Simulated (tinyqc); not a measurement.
Stretching all distances: RHF, UHF, MP2, CISD and CCSD against full CI in the sto-3g basis, for HF, spin multiplicity 1. Computed by the program tinyqc with PySCF. All coordinates are multiplied by the scale. c0^2 is the weight of the RHF determinant in the lowest singlet FCI state (UHF is spin-contaminated and may lie near states of higher spin) and n(LUMO) the first natural occupation beyond the occupied space.

Geometry (angstrom):
```
atom       x       y       z
F     0.0000  0.0000  0.0000
H     0.0000  0.0000  0.7950
```

Full CI energy (hartree) and errors against it (kcal/mol):
```
scale  distance 1-2 (angstrom)     E(FCI)      RHF     UHF     MP2   CISD   CCSD  <S^2> UHF   c0^2  n(LUMO)
1.000                    0.795  -98.54407   11.168  11.168   3.269  0.000  0.000      0.000  0.992    0.017
1.220                    0.970  -98.60270   18.900  18.900   6.498  0.000  0.000      0.000  0.981    0.038
1.450                    1.153  -98.58687   30.822  30.822  12.018  0.000  0.000      0.000  0.958    0.082
1.670                    1.328  -98.55252   46.376  37.643  19.606  0.000  0.000      0.416  0.921    0.155
1.890                    1.503  -98.51891   65.955  29.393  29.145  0.000  0.000      0.715  0.868    0.261
2.120                    1.685  -98.49163   89.797  18.443  39.976  0.000  0.000      0.865  0.799    0.400
2.340                    1.860  -98.47444  113.821  10.503  49.032  0.000  0.000      0.934  0.730    0.537
```

What does the comparison show, and why?

UHF parts from RHF first at scale 1.67 of those listed, where <S^2> leaves zero. The weight c0^2 goes from 0.99 to 0.73 and n(LUMO) from 0.02 to 0.54: static correlation grows as the bonds break into open-shell fragments. The spread of the error along the curve, which distorts its shape, is CISD 0.0, CCSD 0.0, UHF 27.1, MP2 45.8, RHF 102.7 kcal/mol. With one virtual orbital CISD and CCSD are exact.
